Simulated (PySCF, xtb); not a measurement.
CH₃, SMILES [CH3] (connectivity only; charge and spin as stated), charge +1, multiplicity 1.

Harmonic wavenumbers (cm⁻¹) from GFN2-xTB run with xtb at its own minimum, in rising order: 1037, 1138, 1139, 2832, 2879, 2882.

Task: What does B3LYP-D3(BJ)/def2-TZVPD (PySCF 2.14.0) give at its own minimum? (Estimate from the structure and the level; the computed values follow.)

Result: 1410, 1410, 1423, 3025, 3215, 3215. Paired by order, the mean absolute difference is 299 cm⁻¹ and the zero-point energies are 17.0 and 19.6 kcal/mol.
